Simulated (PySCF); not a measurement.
**One molecule, many functionals**

Compound: cyclopentadienone, C5H4O.
InChI=1S/C5H4O/c6-5-3-1-2-4-5/h1-4H

Linear-response calculations in the def2-SVPD basis (PySCF; singlets by full response, triplets Tamm–Dancoff, core orbitals frozen in the response; HF means time-dependent Hartree–Fock). 'Strongest' is the level of largest summed f among the singlets computed (10 roots, of which the last may lack a degenerate partner); it can jump between rows when another state enters that window. S1 is the lowest singlet of each run and needn't be the same state throughout; f(S1) is that of one state. Geometry: PBE0-D3(BJ)/def2-SVP; no solvent, vibrations or thermal averaging.

```
functional                               kind  S1 (eV)  f(S1)  strongest (eV)  T1 (eV)  HOMO (eV)  gap (eV)  ionisation energy, ΔSCF (eV)
       LDA                                LDA     2.29  0.000            5.50     1.87      -6.28      2.07                          9.62
       PBE                                GGA     2.36  0.000            5.51     1.79      -6.11      2.16                          9.33
     B3LYP  global hybrid, 20% exact exchange     2.74  0.000            5.91     1.88      -7.03      3.83                          9.35
      PBE0  global hybrid, 25% exact exchange     2.78  0.000            6.06     1.85      -7.25      4.24                          9.34
 BHandHLYP  global hybrid, 50% exact exchange     3.19  0.000            6.52     1.91      -8.14      6.24                          9.19
 CAM-B3LYP             range-separated hybrid     2.98  0.000            6.32     1.95      -8.55      6.72                          9.42
   wB97X-D             range-separated hybrid     2.94  0.000            6.28     2.00      -9.09      7.89                          9.38
   LC-wPBE             range-separated hybrid     3.10  0.000            8.38     1.97      -9.94      9.23                          9.53
        HF                       Hartree–Fock     3.67  0.016            7.23     1.69      -9.45     10.26                   not settled
```

S1 runs from 2.29 eV (LDA) to 3.67 eV (HF), a spread of 1.38 eV, while the orbital gap spreads over 8.2 eV. Along PBE (0%), B3LYP (20%), PBE0 (25%), BHandHLYP (50%), HF (100%) S1 rises with the share of exact exchange. −ε(HOMO) comes closest to its own ΔSCF ionisation energy with wB97X-D (-0.29 eV) and misses most with LDA (-3.34 eV). The lowest singlet of a reference set is 1A2(n→π*) at 2.94 eV (computed, theoretical best estimate (aug-cc-pVTZ, frozen core, CC3 geometry), gas; Veril, Scemama, Caffarel, Lipparini, Boggio-Pasqua, Jacquemin, Loos, WIREs Comput. Mol. Sci. 2021, 11, e1517 (QUESTDB)). The lowest computed singlet differs from it by wB97X-D 0.00, CAM-B3LYP +0.04, LC-wPBE +0.16, PBE0 -0.16, B3LYP -0.20, BHandHLYP +0.25, PBE -0.58, LDA -0.65, HF +0.73 eV; geometry and basis of the reference needn't be the same. The lowest triplet of a reference set is 3B2(π→π*) at 2.29 eV (computed, theoretical best estimate (aug-cc-pVTZ, frozen core, CC3 geometry), gas; Veril, Scemama, Caffarel, Lipparini, Boggio-Pasqua, Jacquemin, Loos, WIREs Comput. Mol. Sci. 2021, 11, e1517 (QUESTDB)). The lowest computed triplet differs from it by wB97X-D -0.29, LC-wPBE -0.32, CAM-B3LYP -0.34, BHandHLYP -0.38, B3LYP -0.41, LDA -0.42, PBE0 -0.44, PBE -0.50, HF -0.60 eV; geometry and basis of the reference needn't be the same. 'Not settled' means that the ion's SCF failed to converge or may have ended in another state than the lowest.
